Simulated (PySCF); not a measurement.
Compound: C2H4NOS (charge -1).
Bonds: N1–C2, C2–O3 (double), C2–C4, C4–S5. Hydrogens: H6, H7 on N1; H8, H9 on C4.

Method used: PySCF, PBE0-D3(BJ)/def2-SVP geometry optimisation, gas phase.

Q: What internal coordinates does the optimisation give?

A: 
| bond | length (Å) |
| --- | --- |
| N1–C2 | 1.343 |
| C2=O3 | 1.229 |
| C2–C4 | 1.533 |
| C4–S5 | 1.817 |
| N1–H6 | 1.044 |
| N1–H7 | 1.009 |
| C4–H8, C4–H9 | 1.109 |

Bonds in one row agree within 0.01 Å and their mean is given. A selection of angles:
| angle | degrees |
| --- | --- |
| C2–N1–H6 | 112.4 |
| C2–N1–H7 | 120.3 |
| H6–N1–H7 | 127.4 |
| N1–C2–O3 | 124.7 |
| N1–C2–C4 | 112.4 |
| O3–C2–C4 | 122.9 |
| C2–C4–S5 | 116.9 |
| C2–C4–H8 | 104.3 |
| S5–C4–H8 | 113.0 |
| H8–C4–H9 | 104.2 |

Torsions: N1–C2–C4–S5 -1° (synperiplanar).

Of the pairs four or more bonds apart, S5···H6 is among the closest relative to their van der Waals radii: 2.15 Å, 72 % of the sum of Bondi's values. The 5 heavy atoms lie in one plane (0.006 Å rms). N1 (amide nitrogen) is planar (angles 127.4°, 120.3° and 112.4°, sum 360.0°, 0.00 Å off the plane of its three neighbours). C2 (amide carbonyl carbon) is planar (angles 124.7°, 122.9° and 112.4°, sum 360.0°, 0.00 Å off the plane of its three neighbours).

Point group: Cs (tolerance 0.08 Å). Whether it is a minimum is left open (no frequencies). The geometry's basis has no diffuse functions, a weakness for an anion.

On an Arm Neoverse V2 with one thread (shared host), this took 18 s. That covers the optimisation of the geometry.

One conformer stands for the species.
